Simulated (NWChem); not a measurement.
# MgCl (SMILES [Mg][Cl]): UPBE0/6-311G(d,p)

Aim: the vertical ionisation energy of MgCl at UPBE0/6-311G**, from 2 runs. 

Program for the calculation: NWChem 7.3.0.

### 1 The structure to begin with

MgCl has 2 atoms, charge 0, and is taken as a doublet. SMILES: `[Mg][Cl]`. Geometry: relaxed at PBE0-D4/def2-TZVP.

Bond lengths: Mg1–Cl2 2.210 Å.

### 2 The energy at UPBE0/6-311G(d,p)

struct.xyz

```xyz
2
ClMg energy
Mg     0.955300    -0.365300     0.475300
Cl    -0.925900     0.305200    -0.471200
```

struct.nw

```
start struct
title "ClMg energy"
memory total 2200 mb

geometry noautosym nocenter noautoz
load struct.xyz
end

basis spherical bse
* library 6-311G**
end

dft
xc pbe0
mult 2
grid fine
convergence energy 1e-08
maxiter 100
mulliken
print low
end

task dft energy
```

Started as:

```
$ nwchem struct.nw > struct.out
```

The program printed:

```text
[...]
 d= 0,ls=0.0,diis     1   -660.0390948629 -7.09D+02  1.11D-02  1.56D-01     0.5
[...]
 d= 0,ls=0.0,diis    10   -660.0782330000 -1.67D-09  2.61D-07  1.59D-10     3.4
[...]
         Total DFT energy =     -660.078233000039
      One electron energy =    -1012.896490893451
           Coulomb energy =      348.482663169899
    Exchange-Corr. energy =      -44.510306145471
 Nuclear repulsion energy =       48.845900868985
[...]
      Total Density - Mulliken Population Analysis
     ---------------------------------------------
    Atom       Charge   Shell Charges
 -----------   ------   -------------------------------------------------------
    1 Mg  12    11.57   0.78  1.20  1.04  0.96  0.77  0.28  2.34  3.56  0.25  0.24  0.03  0.11
    2 Cl  17    17.43   0.78  1.19  0.89  1.09  1.00  1.02  7.41 -1.51  1.06  3.04  1.45  0.01
[...]
      <S2> =      0.7506 (Exact =     0.7500)
[...]
```

Run time: 4.2 s. Hardware: 1 thread of AMD EPYC 7R13 (Zen 3), shared host; peak memory 0.11 GiB.

### 3 The singlet cation at the same level

clmg.nw

```
start clmg
title "ClMg"
memory 2200 mb
charge 1

geometry units atomic noautosym nocenter noautoz
 Mg  1.80525537 -0.69031695  0.89818683
 Cl -1.74969742  0.57674441 -0.89043895
end

basis spherical bse
 * library 6-311G**
end

dft
 xc pbe0
 grid fine
 convergence energy 1e-08
 maxiter 100
 mulliken
 noprint "final vectors analysis"
end

task dft energy
```

Started as:

```
$ nwchem clmg.nw > clmg.out
```

The program printed:

```text
[...]
          Wavefunction type:  closed shell.
          No. of atoms     :     2
          No. of electrons :    28
[...]
          Charge           :     1
          Spin multiplicity:     1
[...]
          AO basis - number of functions:    52
[...]
              XC Information
              --------------
                         PBE0 Method XC Functional
                     Hartree-Fock (Exact) Exchange  0.250
          PerdewBurkeErnzerhof Exchange Functional  0.750
            Perdew 1991 LDA Correlation Functional  1.000 local
           PerdewBurkeErnz. Correlation Functional  1.000 non-local
[...]
 d= 0,ls=0.0,diis     1   -659.5290077046 -7.08D+02  5.26D-02  4.52D+00     0.4
[...]
 d= 0,ls=0.5,diis    26   -659.7856319266 -6.06D-09  1.52D-06  1.29D-08     6.0
         Total DFT energy =     -659.785631929685
      One electron energy =    -1005.765443447106
           Coulomb energy =      341.418500372782
    Exchange-Corr. energy =      -44.284586172517
 Nuclear repulsion energy =       48.845897317156
[...]
      Total Density - Mulliken Population Analysis
     ---------------------------------------------
    Atom       Charge   Shell Charges
 -----------   ------   -------------------------------------------------------
    1 Mg  12    10.84   0.78  1.20  1.03  0.97  0.50 -0.03  2.35  3.57  0.22  0.14 -0.01  0.14
    2 Cl  17    17.16   0.78  1.19  0.90  1.09  1.02  1.00  7.41 -1.50  1.04  3.01  1.21  0.01
[...]
```

Run time: 7.2 s. Hardware: 1 thread of AMD EPYC 7R13 (Zen 3), shared host; peak memory 0.11 GiB.

### 4 What came out

At UPBE0/6-311G**:

```
                                          quantity          value
                        doublet MgCl: total energy  -660.07823 Eh
                                doublet MgCl: ⟨S²⟩          0.751
                      singlet cation: total energy  -659.78563 Eh
vertical ionisation energy (to the singlet cation)       7.962 eV
```

**Reading.** The vertical ionisation energy comes to 7.96 eV (768 kJ/mol). Only the singlet of the ionised species was computed; a triplet could lie lower.
